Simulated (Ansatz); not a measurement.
Ansatz (an electronic-structure program) input (CCSD(T)/cc-pV(D+d)Z): A basis named .json is the Basis Set Exchange file of that set (core-valence sets with the plain set on hydrogen).

Ansatz 0.2 input:
```yaml
crystal:
  periodic: [false, false, false]
  atoms:
    - {symbol: Al, position_ang: [-0.00383302, 0.77670458, 0.02693831]}
    - {symbol: Cl, position_ang: [1.82205043, -0.28761349, -0.02117671]}
    - {symbol: Cl, position_ang: [-1.81911930, -0.30633707, 0.00057682]}
basis:
  gaussian:
    orbitals: cc-pV_D+d_Z.json
magnetization: {spin_polarized: true, initial_magnetization: 1}
correlation: {method: ccsd_t, frozen_orbitals: {Al: 1, Cl: 1}}
```

Output:

```
Functional definition: HF
integrals: 0.07 GiB planned
725 factors; integrals over basis functions are off by at most 4.1e-4 eV
mean field: 0.28 GiB planned
mean field evaluation 1: about -31592.4177 eV, gradient 1.1e1 eV
mean field evaluation 2: about -31592.4340 eV, gradient 1.1e1 eV
mean field evaluation 4: about -31593.7519 eV, gradient 1.7e0 eV
mean field evaluation 8: about -31593.8267 eV, gradient 2.4e-1 eV
mean field evaluation 16: about -31592.4176 eV, gradient 1.1e1 eV
mean field evaluation 32: about -31590.2787 eV, gradient 6.0e-2 eV
mean field -31593.82827889 eV, -1161.0517741833 hartree, gradient 2.1e-6 eV, S^2 0.753397; 0 other end points of the search recorded, 0 dependent functions left out
3 core orbitals not correlated
reference -31593.82827889 eV, -1161.0517741833 hartree; 21, 20 occupied and 45, 46 virtual orbitals, 725 factors
second order -12.41125363 eV of doubles, -0.00000000 eV of singles
coupled cluster: 0.38 GiB planned
cycle   1  -12.82876464 eV  change   -4.2e-1 eV  update   6.3e-2
cycle   2  -13.02039304 eV  change   -1.9e-1 eV  update   2.2e-2
cycle   3  -13.06163706 eV  change   -4.1e-2 eV  update   1.2e-2
cycle   4  -13.05386211 eV  change    7.8e-3 eV  update   4.2e-3
cycle   5  -13.05410935 eV  change   -2.5e-4 eV  update   1.5e-3
cycle   6  -13.05451168 eV  change   -4.0e-4 eV  update   5.4e-4
cycle   7  -13.05454707 eV  change   -3.5e-5 eV  update   2.2e-4
cycle   8  -13.05459933 eV  change   -5.2e-5 eV  update   7.1e-5
cycle   9  -13.05459082 eV  change    8.5e-6 eV  update   2.7e-5
perturbative correction -0.26659141 eV, -0.0097970535 hartree
Total energy: -31607.14946112 eV, -1161.5413186008 hartree
```
